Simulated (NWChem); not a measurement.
Molecule: nitrogen (N₂); SMILES N#N

```xyz
2

N      0.0000     0.0000     0.5447
N      0.0000     0.0000    -0.5447
```
Atoms are numbered in this order, from 1.

Computed with NWChem. Structure relaxed at the PBE0-D3(BJ)/def2-TZVP level. Vzz is the largest principal value of the second derivative of the potential at the nucleus (NWChem prints the opposite sign); η is the asymmetry. Non-relativistic.

For level CAM-B3LYP/def2-SVP:

```yaml
Vzz N2 (a.u.): -1.013
```

Q: Estimate the same quantities for level Hartree-Fock/cc-pVTZ.

A: 
| Item | Value |
|---|---|
| Vzz N2 (a.u.) | -1.364 |
